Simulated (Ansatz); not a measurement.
The cluster B₂H₃ (the lowest doublet isomer of a short search) was relaxed with B3LYP-D4 (def2-TZVP) in Ansatz in these states: neutral doublet, neutral quartet. The geometries follow in no particular order.

A:

| atom | x (Å) | y (Å) | z (Å) |
| --- | --- | --- | --- |
| B1 | 0.254 | -0.224 | -0.431 |
| B2 | -0.898 | 0.481 | 0.547 |
| H3 | -0.214 | 0.570 | 1.552 |
| H4 | -0.517 | -0.265 | -1.367 |
| H5 | 1.375 | -0.562 | -0.300 |

B:

Cartesian coordinates in Å:
```
B -0.362 0.496 -0.015
B 0.558 -0.764 0.023
H 1.251 -1.714 0.051
H -0.231 1.326 -0.865
H -1.216 0.656 0.806
```

Q: Judge from the bond lengths which geometry belongs to which state (an estimate).

A: A is the neutral quartet (B1–B2 1.668 Å, B2–H3 1.219 Å, B1–H4 1.213 Å); B is the neutral doublet (B1–B2 1.561 Å, B2–H3 1.177 Å, B1–H4 1.195 Å).

At PBE0-D4/def2-TZVP a doublet lies 3.02 eV below the neutral quartet. These are the stationary points nearest to one start from a short search; other shapes may lie lower in each state.
